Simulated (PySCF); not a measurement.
Below is a simulated gas-phase C 1s photoelectron spectrum of methylaminoethane, `CCNC`.

Every computed line was given a Gaussian of 0.7 eV full width at half maximum and an area set by the number of equivalent atoms; the highest printed point is 100. Computed, not measured: delta-SCF UKS SCAN, pcX-2 on the ionised atom, pcseg-1 elsewhere, spin-free X2C (PySCF 2.14.0).

binding energy (eV), intensity and a bar:
```
    289.6          0 
    289.7          1 
    289.8          2 
    289.9          4 #
    290.0          7 ##
    290.1         13 ####
    290.2         22 ######
    290.3         32 #########
    290.4         42 ############
    290.5         50 ###############
    290.6         55 ################
    290.7         57 #################
    290.8         60 ##################
    290.9         66 ####################
    291.0         76 #######################
    291.1         87 ##########################
    291.2         97 #############################
    291.3        100 ##############################
    291.4         94 ############################
    291.5         79 ########################
    291.6         60 ##################
    291.7         41 ############
    291.8         25 #######
    291.9         13 ####
    292.0          7 ##
    292.1          3 #
    292.2          1 
    292.3          0
```

**Question.** How many maxima does the curve show, and how many computed lines lie under it?

**Answer.** The curve has 1 maximum (at 291.3 eV). Under it lie 3 lines from 3 inequivalent carbon sites. At this width some lines have no maximum of their own.

**Question.** Decompose the envelope and assign each component. Numbering: `[CH3:1][CH2:2][NH:3][CH3:4]`.

**Answer.** 
```
position (eV)  relative area  line  atoms                   environment
       290.58              1  C 1s     C1                 methyl carbon
       291.28              1  C 1s     C2  sp3 carbon bound to nitrogen
       291.33              1  C 1s     C4               N-methyl carbon
```

**Question.** What are the centre and the root-mean-square width of the whole band?

**Answer.** The area-weighted mean of the lines is 291.06 eV. Their own spread about it is 0.34 eV (rms) and each Gaussian has σ = 0.7/2.355 = 0.30 eV; the variances add, which gives 0.45 eV.

The listed C 1s values span 0.75 eV, from C1 (bonded to C and 3 H) to C4 (bonded to N and 3 H). Summing the Pauling electronegativity differences to the bonded atoms, each weighted by its formal bond order, gives -1.05 for the lowest site and -0.56 for the highest; the largest sum, -0.21, belongs to C2, 0.05 eV below the top.

The curve has no shake-up lines and no vibrational structure. Isolated species at its PBE0-D3(BJ)/def2-SVP geometry (one conformer only).

Shape of the structure used: `[CH3:1][CH2:2][NH:3][CH3:4]`: C1–C2–N3–C4 180°.
